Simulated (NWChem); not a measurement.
# SiCl₄; SMILES Cl[Si](Cl)(Cl)Cl

Results from NWChem. All runs use the structure optimised with PBE-D3(BJ)/def2-SVP. Total energies compare along this basis series because the functional is fixed.

```csv
level,basis functions,energy (Ha),highest occupied level (eV),orbital gap (eV)
PBE/3-21G,65,-2119.1119,-8.62,5.70
PBE/pcseg-1,90,-2129.5244,-8.35,6.08
PBE/aug-pcseg-1,135,-2129.5365,-8.22,5.99
PBE/pcseg-2,170,-2129.7151,-8.25,6.10
PBE/def2-TZVPP,210,-2129.6740,___,6.11
```

**Question.** What belongs in the gaps?

**Answer.** 
- PBE/def2-TZVPP, highest occupied level (eV): -8.12
